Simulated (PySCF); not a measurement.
# Static response to an electric field

Species: aluminum trihydride, AlH₃.
Structure used (PBE0-D3(BJ)/def2-SVP), in Å, numbered top down from 1:
```
atom  x, y, z in Å
Al1    0.005    0.002   -0.010
H2     1.589   -0.143   -0.025
H3    -0.913   -1.297    0.006
H4    -0.660    1.447   -0.017
```

Level: CAM-B3LYP/def2-SVPD (PySCF), static field, nuclei fixed, core orbitals frozen in the response. The polarisability tensor in these axes (au):

```
x   34.57  0.00 -0.06
y    0.00 34.58 -0.05
z   -0.06 -0.05 27.77
```

Problem. Give the principal values, the mean and the anisotropy Δα = √{½[(α1 − α2)² + (α2 − α3)² + (α1 − α3)²]}.

Solution. Principal values 27.77, 34.57 and 34.58 au; mean 32.31 au = 4.79 Å³ = 5.33 × 10⁻⁴⁰ C²·m²/J; Δα = 6.81 au (21 % of the mean).

Problem. What is the dipole moment?

Solution. 0.01 D; point group D3h allows none, and the residue is numerical.

Problem. Give the eigenvalues of the traceless quadrupole moment Θ = ½Σq(3rr − r²1), origin at the centre of nuclear charge.

Solution. -3.29, -3.28, 6.57 D·Å. The electronic extent ⟨r²⟩ about the same centre is 63 bohr², a root-mean-square distance of 1.05 Å for the 16 electrons.

Problem. In TDDFT the mean static polarisability is Σ f/ω² over all singlet excitations (ω in hartree). How much of it do the 10 lowest give? Their energies (eV) and oscillator strengths: 5.34, 0.0000; 5.34, 0.0000; 8.23, 0.1735; 8.23, 0.1737; 8.31, 0.0000; 8.61, 0.0011; 8.62, 0.0011; 9.09, 0.0000; 9.37, 0.1020; 9.48, 0.8222.

Solution. They add up to 11.46 au, 35.5 % of the 32.31 au; the largest single term is 6.78 au, from the state at 9.48 eV. Terms in order: 0.00, 0.00, 1.90, 1.90, 0.00, 0.01, 0.01, 0.00, 0.86, 6.78 au. Higher excitations give the rest. The strengths listed sum to 1.274.

Problem. Molar refractivity from α?

Solution. Lorentz–Lorenz: R = (4π/3)N_A α = 2.5225 cm³/(mol·Å³) × 4.79 Å³ = 12.1 cm³/mol, in the limit of long wavelengths.

Geometry: PBE0-D3(BJ)/def2-SVP; no solvent, vibrations or thermal averaging.
